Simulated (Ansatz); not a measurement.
Input file:

```yaml
crystal:
  periodic: [false, false, false]
  atoms:
    - {symbol: P, position_ang: [-0.015433, -0.009008, -1.574960]}
    - {symbol: N, position_ang: [-0.016266, -0.025151, 0.004087]}
    - {symbol: Si, position_ang: [0.031698, 0.034159, 1.570873]}
basis:
  gaussian: {orbitals: def2-SVP, fitting: {mean_field: def2-universal-jkfit}}
magnetization: {spin_polarized: false, initial_magnetization: 2}
correlation: {method: ccsd, electrons: outside_noble_gas, diis_vectors: 12}
scf: {lower_state_search: off}
```

```sh
$ ansatz run in.yaml --threads 1 --pin off --events-out ev --progress --plain --max-ram 2393MiB
```

Log:

```
these checks for a lower state are left out or cut short: stability, starts, cluster_reference, orbital_swaps, neighbouring_geometries, increment
333 factors; integrals over basis functions are off by at most 7.1e-2 eV
mean field evaluation 1: about -18606.0038 eV, gradient 2.8e1 eV
mean field evaluation 2: about -18606.6606 eV, gradient 2.4e1 eV
mean field evaluation 4: about -18608.1310 eV, gradient 8.7e-1 eV
mean field evaluation 8: about -18608.1419 eV, gradient 1.1e-6 eV
mean field -18608.14185993 eV, -683.8366003009 hartree, gradient 1.1e-6 eV, S^2 2.000000; 0 other end points of the search recorded, 0 dependent functions left out
11 core orbitals not correlated: weight in the atoms' cores, before any rotation towards them, 1.000 or more for the frozen orbitals, at most 0.000 for the correlated occupied ones
reference -18608.14185993 eV, -683.8366003009 hartree; 8, 6 occupied and 31, 33 virtual orbitals, 333 factors
second order -8.65938123 eV of doubles, -0.10449395 eV of singles
cycle   1  -8.90437821 eV  change   -1.4e-1 eV  update   1.3e-1
cycle   2  -9.30685030 eV  change   -4.0e-1 eV  update   4.8e-2
cycle   3  -9.46024594 eV  change   -1.5e-1 eV  update   3.6e-2
cycle   4  -9.45925185 eV  change    9.9e-4 eV  update   1.7e-2
cycle   5  -9.47215789 eV  change   -1.3e-2 eV  update   9.5e-3
cycle   6  -9.47326191 eV  change   -1.1e-3 eV  update   2.9e-3
cycle   7  -9.47366399 eV  change   -4.0e-4 eV  update   1.1e-3
cycle   8  -9.47401027 eV  change   -3.5e-4 eV  update   4.4e-4
cycle   9  -9.47396179 eV  change    4.8e-5 eV  update   1.4e-4
cycle  10  -9.47393794 eV  change    2.4e-5 eV  update   5.8e-5
cycle  11  -9.47397683 eV  change   -3.9e-5 eV  update   2.3e-5
cycle  12  -9.47396919 eV  change    7.6e-6 eV  update   9.4e-6
Total energy: -18617.61582912 eV, -684.1847622469 hartree
Checks for a lower state left out: stability, starts, cluster_reference, orbital_swaps, neighbouring_geometries, increment
```

The T1 diagnostic is 0.045.

Ran on 1 thread of Arm Neoverse V1, shared host: 0.78 s wall, 0.1 GiB peak host memory.
